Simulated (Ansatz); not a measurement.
## Worked example: correlation energy of B–B–SH⁺, triplet

Geometry: that of the B–B–SH, quartet, kept fixed.

```csv
atom,x (Å),y (Å),z (Å)
B,0.0000,0.0310,2.2853
B,0.0000,0.0361,0.7636
S,0.0000,-0.0625,-0.9902
H,0.0000,1.2684,-1.2002
```

Basis cc-pVDZ; Ansatz 0.2.0. Only valence electrons are correlated (noble-gas cores frozen), which leaves 12 electrons in 44 orbitals. R marks a restricted (for open shells ROHF) determinant, U an unrestricted one.

Full CI isn't at hand for all of this; UCCSDT(Q) serves as the reference, and is uncertain by the last step of the cluster series or more.

UCCSD has a T1 diagnostic of 0.031 and a largest doubles amplitude of 0.08.

Runs differ by some tens of microhartree through their thresholds and, for an open shell, their frozen cores, so steps under 0.03 kcal/mol mean nothing.

Here the R and U totals at CCSDT(Q) differ by 0.12 kcal/mol, a measure of how far such totals hang on the determinant and its frozen core.

| level | total energy (hartree) |
| --- | --- |
| UHF | -447.077737 |
| UMP2 | -447.296382 |
| UCCSD | -447.332348 |
| UCCSD(T) | -447.343196 |
| UCCSDT | -447.344943 |
| UCCSDT(Q) | -447.345855 |

**Question.** What is the correlation energy at UCCSDT(Q), and what share of it do UMP2 and UCCSD recover?

**Answer.** E(corr) = -447.345855 − (-447.077737) = -0.268118 hartree = -7.296 eV. UMP2: -0.218645 / -0.268118 = 81.55 %. UCCSD: -0.254611 / -0.268118 = 94.96 %.

**Question.** By how many kcal/mol does UCCSD(T) miss UCCSDT(Q) (1 hartree = 627.509 kcal/mol), and which steps make up the rest?

**Answer.** -447.343196 − (-447.345855) = 0.002659 hartree = 1.67 kcal/mol. Steps: UCCSDT − UCCSD(T) = -1.10, UCCSDT(Q) − UCCSDT = -0.57 kcal/mol. Differences between like states or geometries often cancel part of this.
